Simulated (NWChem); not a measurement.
# Correlation energy of phosphine (H$_{3}$P)

SMILES: P
```xyz
4

P     -0.1302    -0.0034     0.0000
H      0.6666    -0.5810     1.0357
H      0.6666    -0.5810    -1.0357
H      0.6204     1.2123     0.0000
```
Charge 0, spin multiplicity 1.

Everything below was run with NWChem. The geometry was optimised at PBE0/def2-SVP, a minimum by its harmonic frequencies.

Basis set: 3-21G. Each correlation energy counts from its own Hartree-Fock reference.

The correlated methods keep 5 core orbitals frozen. Coupled-cluster values serve here as a point of comparison, not as the truth.

Question: One of these methods gave a correlation energy of -66.3 mHa. Which?
A. MP2
B. CR-CCSD[T]
C. SCS-MP2

Answer: A, MP2. The others give -73.9 (SCS-MP2), -88.5 (CR-CCSD[T]).
